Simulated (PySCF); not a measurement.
Gas-phase reaction: 3 C₂H₆ + 3 HCHO (formaldehyde) = 3 CH₃OH + 2 C₃H₆ (propylene)

Computed with PySCF and rigid-rotor harmonic-oscillator thermochemistry at 1 bar. Table values come from the NASA 1993 polynomials. † marks an energy on the PBE0/def2-TZVP geometry and frequencies; other levels use their own. 6-31G* has spherical d functions here. All species are closed-shell singlets. The harmonic model lacks anharmonicity and excited electronic states, which grow with temperature; levels with a mode under 35 cm⁻¹ are left out. Internal rotation in C₂H₆, CH₃OH, C₃H₆ (propylene) is treated as a harmonic vibration of one conformer, which makes the entropy rough.

```
level               ΔH°(298 K), kJ  minus table  ΔG°(1400 K), kJ
------------------  --------------  -----------  ---------------
table                         13.9            -            138.3
HF/6-31G*                    118.2        104.3            243.3
M06-2X/def2-TZVP†             12.9         -1.0            131.8
PBE/def2-TZVP†                42.9         29.0            161.7
PBE0/def2-SVP†                46.2         32.3            165.1
r2SCAN/def2-TZVP†             32.4         18.5            151.3
LDA/def2-TZVP†               -30.8        -44.7             88.1
ωB97M-V/def2-TZVP†            33.8         19.9            152.6
```
